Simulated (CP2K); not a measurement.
# CH3FOS (SMILES O=[SH]CF), run twice

Wanted: energy and one-electron properties of CH3FOS, PBEsol0/DZVP-MOLOPT-PBE0-GTH (core potential, admm type ADMMS, ngrids 5).

The results are computed with CP2K 2026.2.

1 further run of the same task is left out (set aside as unsound or not needed).

### 1 The system as given

The species is CH3FOS (7 atoms), meant as a singlet with charge 0. As SMILES, `O=[SH]CF`. The shape is that of a GFN2-xTB optimisation. This is one conformer, not always the lowest.

Bond lengths: O1–S2 1.452 Å, S2–C3 1.886 Å, C3–F4 1.359 Å, S2–H5 1.425 Å, C3–H6 1.092 Å, C3–H7 1.092 Å. Angles: O1–S2–C3 106.7°, S2–C3–F4 108.7°, O1–S2–H5 104.6°, C3–S2–H5 87.9°, S2–C3–H6 109.2°, S2–C3–H7 109.5°, F4–C3–H6 108.5°, F4–C3–H7 108.0°, H6–C3–H7 112.9°.

### 2 The input as first written

run.inp reads:

```
&GLOBAL
  PROJECT run
  RUN_TYPE ENERGY_FORCE
  PRINT_LEVEL MEDIUM
&END GLOBAL

&FORCE_EVAL
  METHOD QS
  &DFT
    BASIS_SET_FILE_NAME BASIS_MOLOPT_UZH
    BASIS_SET_FILE_NAME BASIS_ADMM
    POTENTIAL_FILE_NAME POTENTIAL_UZH
    CHARGE 0
    MULTIPLICITY 1
    &QS
      METHOD GPW
      EPS_DEFAULT 1.0E-10
    &END QS
    &GRID
      CUTOFF 500
      REL_CUTOFF 50
      NGRIDS 5
    &END MGRID
    &POISSON
      PERIODIC NONE
      POISSON_SOLVER WAVELET
    &END POISSON
    &SCF
      SCF_GUESS ATOMIC
      EPS_SCF 5.0E-07
      MAX_SCF 100
      ADDED_MOS 3
      &DIAGONALIZATION
        ALGORITHM STANDARD
      &END DIAGONALIZATION
      &MIXING
        METHOD DIRECT_P_MIXING
        ALPHA 0.4
      &END MIXING
    &END SCF
    &XC
      &XC_FUNCTIONAL
        &HYB_GGA_XC_PBE_SOL0
        &END HYB_GGA_XC_PBE_SOL0
      &END XC_FUNCTIONAL
      &HF
        FRACTION 0.25
        &SCREENING
          EPS_SCHWARZ 1.0E-09
          SCREEN_ON_INITIAL_P F
        &END SCREENING
        &INTERACTION_POTENTIAL
          POTENTIAL_TYPE COULOMB
        &END INTERACTION_POTENTIAL
        &MEMORY
          MAX_MEMORY 1050
        &END MEMORY
      &END HF
    &END XC
    &AUXILIARY_DENSITY_MATRIX_METHOD
      ADMM_TYPE ADMMS
      EXCH_CORRECTION_FUNC NONE
    &END AUXILIARY_DENSITY_MATRIX_METHOD
    &PRINT
      &MOMENTS
        PERIODIC F
        REFERENCE COM
        MAX_MOMENT 1
      &END MOMENTS
      &MO ON
        ENERGIES T
        OCCUPATION_NUMBERS T
        NDIGITS 6
        &EACH
          QS_SCF 0
        &END EACH
        ADD_LAST NUMERIC
      &END MO
      &LOWDIN ON
      &END LOWDIN
      &HIRSHFELD OFF
      &END HIRSHFELD
      &VORONOI ON
        FILENAME =voronoi.txt
      &END VORONOI
      &E_DENSITY_CUBE
        STRIDE 2 2 2
      &END E_DENSITY_CUBE
      &ELF_CUBE
        STRIDE 2 2 2
      &END ELF_CUBE
      &V_HARTREE_CUBE
        STRIDE 2 2 2
      &END V_HARTREE_CUBE
      &EEQ_CHARGES ON
      &END EEQ_CHARGES
      &KINETIC_ENERGY ON
      &END KINETIC_ENERGY
    &END PRINT
  &END DFT
  &SUBSYS
    &CELL
      ABC [angstrom] 9.9 9.9 9.9
      PERIODIC NONE
    &END CELL
    &COORD
      SCALED T
      O    0.35316061   0.43265152   0.38409444
      S    0.40761212   0.51947980   0.48903586
      C    0.58736364   0.46364444   0.51869040
      F    0.58788687   0.36673939   0.61590556
      H    0.46032626   0.63326061   0.41834394
      H    0.62753333   0.42003232   0.42568030
      H    0.64683939   0.54897374   0.55532374
    &END COORD
    &KIND O
      BASIS_SET ORB DZVP-MOLOPT-PBE0-GTH-q6
      BASIS_SET AUX_FIT cFIT3
      POTENTIAL GTH-PBE0-q6
    &END KIND
    &KIND S
      BASIS_SET ORB DZVP-MOLOPT-PBE0-GTH-q6
      BASIS_SET AUX_FIT cFIT3
      POTENTIAL GTH-PBE0-q6
    &END KIND
    &KIND C
      BASIS_SET ORB DZVP-MOLOPT-PBE0-GTH-q4
      BASIS_SET AUX_FIT cFIT3
      POTENTIAL GTH-PBE0-q4
    &END KIND
    &KIND F
      BASIS_SET ORB DZVP-MOLOPT-PBE0-GTH-q7
      BASIS_SET AUX_FIT cFIT3
      POTENTIAL GTH-PBE0-q7
    &END KIND
    &KIND H
      BASIS_SET ORB DZVP-MOLOPT-PBE0-GTH-q1
      BASIS_SET AUX_FIT cFIT3
      POTENTIAL GTH-PBE0-q1
    &END KIND
  &END SUBSYS
  &PRINT
    &FORCES ON
    &END FORCES
  &END PRINT
&END FORCE_EVAL
```

On the command line:

```bash
$ OMP_NUM_THREADS=1 cp2k.psmp -i run.inp -o run.out
```

Standard output:

```text
Possible matches for unknown subsection

 GRID

   subsection MGRID in section %__ROOT__%FORCE_EVAL%DFT score:  109
   keyword LSD in section %__ROOT__%FORCE_EVAL%DFT score:  107
   subsection SIC in section %__ROOT__%FORCE_EVAL%DFT score:  107
   subsection PRINT in section %__ROOT__%FORCE_EVAL%DFT score:  107
   keyword UKS in section %__ROOT__%FORCE_EVAL%DFT score:  106

 *******************************************************************************
 *   ___                                                                       *
 *  /   \                                                                      *
 * [ABORT]                                                                     *
 *  \___/                 unknown subsection GRID of section DFT               *
 *    |                                                                        *
 *  O/|                                                                        *
 * /| |                                                                        *
 * / \                                               input/input_parsing.F:192 *
 *******************************************************************************

 ===== Routine Calling Stack =====

            4 section_vals_parse
            3 section_vals_parse
            2 section_vals_parse
            1 read_input

Program received signal SIGABRT: Process abort signal.
```

It took 0.24 s on 1 thread of Arm Neoverse V2, shared host.

### 3 What went wrong

The input was rejected.

The log says `\___/                 unknown subsection GRID of section DFT`. Cause: unknown section.

### 4 Second attempt

gas.inp reads:

```
&FORCE_EVAL
   METHOD Quickstep
   &DFT
      BASIS_SET_FILE_NAME BASIS_MOLOPT_UZH
      BASIS_SET_FILE_NAME BASIS_ADMM
      POTENTIAL_FILE_NAME POTENTIAL_UZH
      &QS
         METHOD GPW
         EPS_DEFAULT 1.0E-10
      &END QS
      &MGRID
         CUTOFF 500
         REL_CUTOFF 50
         NGRIDS 5
      &END MGRID
      &POISSON
         PERIODIC NONE
         POISSON_SOLVER WAVELET
      &END POISSON
      &SCF
         SCF_GUESS ATOMIC
         EPS_SCF 5.0E-07
         MAX_SCF 100
         ADDED_MOS 3
         &DIAGONALIZATION
            ALGORITHM STANDARD
         &END DIAGONALIZATION
         &MIXING
            METHOD DIRECT_P_MIXING
            ALPHA 0.4
         &END MIXING
      &END SCF
      &XC
         &XC_FUNCTIONAL
            &HYB_GGA_XC_PBE_SOL0
            &END HYB_GGA_XC_PBE_SOL0
         &END XC_FUNCTIONAL
         &HF
            FRACTION 0.25
            &SCREENING
               EPS_SCHWARZ 1.0E-09
            &END SCREENING
            &MEMORY
               MAX_MEMORY 1050
            &END MEMORY
         &END HF
      &END XC
      &AUXILIARY_DENSITY_MATRIX_METHOD
         ADMM_TYPE ADMMS
         EXCH_CORRECTION_FUNC NONE
      &END AUXILIARY_DENSITY_MATRIX_METHOD
      &PRINT
         &MOMENTS
            PERIODIC F
            REFERENCE COM
            MAX_MOMENT 1
         &END MOMENTS
         &MO ON
            ENERGIES T
            OCCUPATION_NUMBERS T
            NDIGITS 6
            &EACH
               QS_SCF 0
            &END EACH
            ADD_LAST NUMERIC
         &END MO
         &LOWDIN ON
         &END LOWDIN
         &HIRSHFELD OFF
         &END HIRSHFELD
         &VORONOI ON
            FILENAME =voronoi.txt
         &END VORONOI
         &E_DENSITY_CUBE
            STRIDE 2 2 2
         &END E_DENSITY_CUBE
         &ELF_CUBE
            STRIDE 2 2 2
         &END ELF_CUBE
         &V_HARTREE_CUBE
            STRIDE 2 2 2
         &END V_HARTREE_CUBE
         &EEQ_CHARGES ON
         &END EEQ_CHARGES
         &KINETIC_ENERGY ON
         &END KINETIC_ENERGY
      &END PRINT
   &END DFT
   &SUBSYS
      &CELL
         ABC 9.9 9.9 9.9
         PERIODIC NONE
      &END CELL
      &COORD
         SCALED T
         O    0.35316061   0.43265152   0.38409444
         S    0.40761212   0.51947980   0.48903586
         C    0.58736364   0.46364444   0.51869040
         F    0.58788687   0.36673939   0.61590556
         H    0.46032626   0.63326061   0.41834394
         H    0.62753333   0.42003232   0.42568030
         H    0.64683939   0.54897374   0.55532374
      &END COORD
      &KIND O
         BASIS_SET ORB DZVP-MOLOPT-PBE0-GTH-q6
         BASIS_SET AUX_FIT cFIT3
         POTENTIAL GTH-PBE0-q6
      &END KIND
      &KIND S
         BASIS_SET ORB DZVP-MOLOPT-PBE0-GTH-q6
         BASIS_SET AUX_FIT cFIT3
         POTENTIAL GTH-PBE0-q6
      &END KIND
      &KIND C
         BASIS_SET ORB DZVP-MOLOPT-PBE0-GTH-q4
         BASIS_SET AUX_FIT cFIT3
         POTENTIAL GTH-PBE0-q4
      &END KIND
      &KIND F
         BASIS_SET ORB DZVP-MOLOPT-PBE0-GTH-q7
         BASIS_SET AUX_FIT cFIT3
         POTENTIAL GTH-PBE0-q7
      &END KIND
      &KIND H
         BASIS_SET ORB DZVP-MOLOPT-PBE0-GTH-q1
         BASIS_SET AUX_FIT cFIT3
         POTENTIAL GTH-PBE0-q1
      &END KIND
   &END SUBSYS
   &PRINT
      &FORCES ON
      &END FORCES
   &END PRINT
&END FORCE_EVAL

&GLOBAL
   PROJECT_NAME gas
   RUN_TYPE ENERGY_FORCE
   PRINT_LEVEL MEDIUM
&END GLOBAL
```

On the command line:

```bash
$ OMP_NUM_THREADS=1 cp2k.psmp -i gas.inp > gas.out 2>&1
```

Standard output, shortened:

```text
CP2K| version string:                                       CP2K version 2026.2
[...]
 GLOBAL| Method name                                                        CP2K
[...]
 GLOBAL| Run type                                                   ENERGY_FORCE
[...]
 DFT| Spin restricted Kohn-Sham (RKS) calculation                            RKS
 DFT| Multiplicity                                                             1
[...]
 DFT| Charge                                                                   0
[...]
 FUNCTIONAL| HYB_GGA_XC_PBE_SOL0:
[...]
 QS| Method:                                                                 GPW
[...]
 QS| Density cutoff [a.u.]:                                                250.0
[...]
 QS| Relative density cutoff [a.u.]:                                        25.0
[...]
                             - Atoms:                                          7
[...]
                             - Spherical basis functions:                     67
[...]
 Number of electrons:                                                         26
[...]
     1 P_Mix/Diag. 0.40E+00    3.4     1.79451958       -54.7869153501 -5.48E+01
[...]
    18 DIIS/Diag.  0.99E-06    2.4     0.00000039       -57.7367333147 -5.33E-13
  *** SCF run converged in    18 steps ***
[...]
  Overlap energy of the core charge distribution:               0.00000099044798
  Self energy of the core charge distribution:               -148.18730029129040
  Core Hamiltonian energy:                                     40.94250732701357
  Hartree energy:                                              62.58740186702298
  Exchange-correlation energy:                                -10.03026588586208
  Hartree-Fock Exchange energy:                                -3.04907732205321
  Total energy:                                               -57.73673331472116
[...]
  Dipole moment [Debye]
    X=  0.2305092E+01 Y=  0.3030955E+01 Z=  0.4945183E+00  Total=      3.8398808
[...]
 ENERGY| Total FORCE_EVAL ( QS ) energy [hartree]            -57.736733314721562
 FORCES| Atomic forces [hartree/bohr]
[...]
```

Run time: 51 s. Hardware: 1 thread of Arm Neoverse V2, shared host; peak memory 1.1 GiB.

Atomic charges (e):

```
atom  Mulliken  Löwdin
  O1    -0.454  -0.417
  S2    +0.412  +0.485
  C3    +0.177  -0.051
  F4    -0.221  -0.077
  H5    +0.035  +0.032
  H6    +0.035  +0.022
  H7    +0.016  +0.005
```

### 5 Outcome

Level: PBEsol0/DZVP-MOLOPT-PBE0-GTH (core potential, admm type ADMMS, ngrids 5).

| quantity | value |
| --- | --- |
| total energy | -57.73673 Eh |
| dipole moment | 3.84 D |
| HOMO energy | -7.71 eV |
| LUMO energy | -0.26 eV |
| HOMO–LUMO gap | 7.45 eV |
| largest force on an atom | 43.722 eV/Å |

The largest force is 43.72 eV/Å: too large for a shape near rest, so the state or the gradient is in doubt.
